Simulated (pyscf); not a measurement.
`[SiH3][O][SiH2][O][SiH3]` + `[FH]` -> `[F][SiH2][O][SiH3]` + `[OH][SiH3]`, a four-centre exchange (singlet surface; O–Si, F–H broken, F–Si, H–O formed). PySCF, gas phase, ωB97X-D3(BJ)/def2-SVP geometries. Energies in kcal/mol from the separated reactants.

Small-basis levels: PySCF, no dispersion term, spherical d functions. 

Task: In single points B3LYP/6-31G* puts the saddle at 6.8 kcal/mol and the reaction energy at -15.8 kcal/mol. Should these be trusted to within a few kcal/mol? Compare with ωB97M-D3(BJ)/def2-TZVP.

Result: ωB97M-D3(BJ)/def2-TZVP gives ΔE‡ = 17.3 kcal/mol and ΔE = -6.5 kcal/mol. B3LYP/6-31G* lies 10.6 kcal/mol under it in the barrier and 9.3 kcal/mol under it in the reaction energy, so on this step it does not hold to within 3.0 kcal/mol. ωB97M-D3(BJ)/def2-TZVP has limits of its own. On the reactant side the descent ends in a complex, 6.8 kcal/mol under the separated species and 24.7 kcal/mol under the saddle at ωB97X-D3(BJ)/def2-TZVP. On the product side the descent ends in a complex (not fully relaxed), 4.9 kcal/mol under the separated species and 27.4 kcal/mol under the saddle at ωB97X-D3(BJ)/def2-TZVP. This is the saddle that the search found; another between the same sides may lie lower.
